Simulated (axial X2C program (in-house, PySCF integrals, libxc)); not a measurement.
Correcting the dissociation energy of BF for spin–orbit coupling

A spin-free CCSD(T) curve (one-electron X2C) was computed with an in-house relativistic program for diatomic molecules, basis F dyall-av3z [7s6p3d2f], B dyall-v3z [7s6p2d1f] (cores contracted in-house), for the state M_S = 0, Λ = 0 (closed shell). It gives D0 = 7.634 eV to F + B, which in a spin-free picture are the weighted means of the ground terms.

Correlated methods: 10 electrons correlated (number of frozen shells: F 1 s; B 1 s), 174 virtual spin orbitals or spinors in MP2, 90 natural virtuals in coupled cluster.

Measured levels of the ground terms (NIST Handbook of Basic Atomic Spectroscopic Data), in cm⁻¹: F 2P: J = 3/2 at 0, J = 1/2 at 404.1; B 2P: J = 1/2 at 0, J = 3/2 at 15.3.

The molecular state has Λ = 0, so it has no first-order lowering.

How far does each ground level lie under the (2J+1)-weighted mean of its term?

F: (4 × 0 + 2 × 404.1)/6 = 135 cm⁻¹; B: (2 × 0 + 4 × 15.3)/6 = 10 cm⁻¹.

Correct D0.

D0 = 7.634 + (0 − 145)/8065.5 = 7.616 eV at CCSD(T) with these spin–orbit terms.

Second-order spin–orbit effects in the molecule, which grow quickly with Z, are left out. One determinant describes the state; a PBE0 search over occupations chose it and may have missed a lower one. Dissociation energies refer to the lowest single-determinant-based atoms at the same level and basis. Coupled cluster ran in a truncated set of natural virtual spinors; the MP2 energy of the rest was added. (T) has no such correction and the atoms are truncated less, which lowers De at CCSD(T) by a hundredth of an eV or more.
